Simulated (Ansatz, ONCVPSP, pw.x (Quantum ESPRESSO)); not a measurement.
# Equation-of-state test of one ONCV potential (arsenic (As))

ONCVPSP 4.0.1 input, shortened (lines: element, Z, core and valence counts, functional; n l f; lmax; l rc ep ncon nbas qcut; lloc lpopt rc5 dvloc0; l nproj debl; icmod fcfact rcfact), PBEsol, scalar-relativistic:

```
  As 33.00    6    2  -116133      upf
    1    0    2.00
    2    0    2.00
    2    1    6.00
    3    0    2.00
    3    1    6.00
    3    2   10.00
    4    0    2.00
    4    1    3.00
    2
    0    1.70    0.00    5    8    3.00
    1    1.95    0.00    4    7    7.20
    2    1.85    0.03    4    7    4.60
    4    5    1.40    0.00
    0    1    1.00
    1    2    2.20
    2    1    0.80
    1    0.60    0.00
```

Atomic tests: cutoffs needed: 41 Ha and 53 Ha (the cutoffs (Ha) at which the residual kinetic energy of the hardest occupied pseudo-wave falls to 1 and 0.1 mHa per electron); ghost test: no bound ghost flagged; GHOST(+) flagged for s at 19.9 eV; largest excitation error: -47 meV (all-electron minus pseudo) for 4s2 4p0, out of 4 test configurations.

Crystal test: fcc As in pw.x 7.5, no spin, 13³ k-points, Fermi–Dirac smearing 0.01 Ry, cutoffs 125/500 Ry. The lattice is a test structure that the element need not adopt, and mesh and smearing are coarse.

pw.x input:

```
&control
  calculation='scf', prefix='x', pseudo_dir='./', outdir='./tmp', tstress=.true., disk_io='none'
/
&system
  ibrav=0, nat=1, ntyp=1, ecutwfc=125, ecutrho=500, nbnd=9,
  occupations='smearing', smearing='fd', degauss=0.01
/
&electrons
  conv_thr=1e-09, mixing_beta=0.4, electron_maxstep=70
/
ATOMIC_SPECIES
As 1.0 As.UPF
CELL_PARAMETERS angstrom
  0.00000000 2.10132192 2.10132192
  2.10132192 0.00000000 2.10132192
  2.10132192 2.10132192 0.00000000
ATOMIC_POSITIONS crystal
As 0.0000 0.0000 0.0000
K_POINTS automatic
13 13 13 0 0 0
```

```bash
pw.x < As.scf.in > As.scf.out
```

Question: How does the run end?

Answer: It converges; the pressure is -1.30 GPa against -0.48 GPa from all-electron LAPW. The generator flags a localised state at positive energy (s at 20 eV). The log shows:

```
Message from routine setup:
     using ibrav=0 with symmetry is DISCOURAGED, use correct ibrav instead
     lattice parameter (alat)  =       5.6157  a.u.
     unit-cell volume          =     125.2288 (a.u.)^3
     number of electrons       =         5.00
     number of Kohn-Sham states=            9
     kinetic-energy cutoff     =     125.0000  Ry
     charge density cutoff     =     500.0000  Ry
     scf convergence threshold =      1.0E-09
     Exchange-correlation= PBESOL
     number of k points=    84  Fermi-Dirac smearing, width (Ry)=  0.0100
     iteration #  1     ecut=   125.00 Ry     beta= 0.40
     total energy              =     -20.22556683 Ry
     estimated scf accuracy    <       0.00162330 Ry
     iteration #  2     ecut=   125.00 Ry     beta= 0.40
     total energy              =     -20.22544542 Ry
     estimated scf accuracy    <       0.00042270 Ry
     iteration #  3     ecut=   125.00 Ry     beta= 0.40
     total energy              =     -20.22548469 Ry
     estimated scf accuracy    <       0.00000380 Ry
     iteration #  4     ecut=   125.00 Ry     beta= 0.40
     total energy              =     -20.22548568 Ry
     estimated scf accuracy    <       0.00000001 Ry
     iteration #  5     ecut=   125.00 Ry     beta= 0.40
     the Fermi energy is     9.2148 ev
!    total energy              =     -20.22548570 Ry
     estimated scf accuracy    <          9.8E-10 Ry
     smearing contrib. (-TS)   =      -0.00283305 Ry
     The total energy is F=E-TS. E is the sum of the following terms:
     one-electron contribution =       5.20180402 Ry
     hartree contribution      =       0.24888082 Ry
     xc contribution           =     -11.24072902 Ry
     ewald contribution        =     -14.43260848 Ry
     convergence has been achieved in   5 iterations
          total   stress  (Ry/bohr**3)                   (kbar)     P=      -13.01
     Message from routine punch:
     Nothing written, as per user request (disk_io='none')
```
